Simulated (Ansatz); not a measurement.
# C₂H₂O: taking an electron away

An exercise on one series of results from a longer session: the logs are not shown, and one member is left open.

Computed with Ansatz 0.2.0, Gaussian basis. Level: unrestricted cation, the program's frozen cores in correlated methods.

Plan: UKS PBE-D4/def2-TZVPP; UKS r2SCAN-D4/def2-TZVPP; UKS PBE0-D4/def2-TZVPP; UKS B3LYP-D4/def2-TZVPP; UKS wB97X-V/def2-TZVPP; UKS wB97M-V/def2-TZVPP; UKS B2PLYP/def2-TZVPP; UHF-CCSD(T)/def2-TZVPP; UHF-MP2/def2-QZVPP; extrapolation to the limit; then −ε(HOMO) from the neutral's earlier runs with LDA (SPW92), PBE-D4, revPBE-D4, BLYP-D4, r2SCAN-D4, B97M-V, PBE0-D4, B3LYP-D4, r2SCANh-D4, r2SCAN0-D4, HSE06-D4, BHLYP-D4, CAM-B3LYP-D4, LC-ωPBE, ωB97X-V, ωB97M-V.

### Structure used throughout

All runs share one geometry, relaxed beforehand with PBE0-D4 in a triple-zeta def2 set.

SMILES `C#CO`, 5 atoms, charge 0, spin multiplicity 1.

Atoms are counted from 1 here; the program's logs count them from 0.

Bond lengths: C1–C2 1.198 Å, C1–H4 1.062 Å, C2–O3 1.301 Å, O3–H5 0.964 Å. Angles: C2–C1–H4 179.7°, C1–C2–O3 176.6°, C2–O3–H5 110.2°.

Set-up of the first run:

Contents of in.yaml:

```yaml
crystal:
  periodic: [false, false, false]
  atoms:
    - {symbol: C, position_ang: [-1.018056, 0.026350, -0.432120]}
    - {symbol: C, position_ang: [0.020039, -0.069723, 0.157530]}
    - {symbol: O, position_ang: [1.108008, -0.198780, 0.859471]}
    - {symbol: H, position_ang: [-1.935710, 0.113604, -0.960262]}
    - {symbol: H, position_ang: [1.875619, 0.054948, 0.333881]}
basis:
  gaussian: {orbitals: def2-TZVPP}
total_charge: 1
magnetization: {spin_polarized: true, initial_magnetization: 1}
hamiltonian: {xc: pbe, dispersion: d4}
```

Run with:

```console
$ ansatz run in.yaml --threads 4 --pin off --events-out ev --progress --plain --max-ram 10444MiB
```

Steps of the session up to this table: Cation, UKS PBE-D4/def2-TZVPP; Cation, UKS r2SCAN-D4/def2-TZVPP; Cation, UKS PBE0-D4/def2-TZVPP; Cation, UKS B3LYP-D4/def2-TZVPP; Cation, UKS wB97X-V/def2-TZVPP; Cation, UKS wB97M-V/def2-TZVPP; Cation, UKS B2PLYP (frozen core)/def2-TZVPP; Cation, UHF-CCSD(T)/def2-TZVPP; Cation, UHF-MP2/def2-QZVPP.

One of the session's tables, all rows but one given; the rest of the session is left out.

Orbital estimates, from the neutral's runs:

```
  functional  −ε(HOMO) (eV)
 LDA (SPW92)           6.16
      PBE-D4           5.97
   revPBE-D4           5.91
     BLYP-D4           5.84
   r2SCAN-D4           6.21
      B97M-V           6.22
     PBE0-D4           7.29
    B3LYP-D4           7.06
  r2SCANh-D4           6.71
  r2SCAN0-D4           7.45
    HSE06-D4              ?
    BHLYP-D4           8.47
CAM-B3LYP-D4           8.69
     LC-ωPBE          10.09
     ωB97X-V           9.68
     ωB97M-V           9.57
```

Q: Estimate the row for HSE06-D4 from the others.

The run gave: −ε(HOMO) (eV): 6.88. In the column «−ε(HOMO) (eV)» it lies between r2SCANh-D4 (6.71) and B3LYP-D4 (7.06).

Caveats from the session: The cation may have settled in a state other than its lowest; no search over hole states beyond the program's own was made.
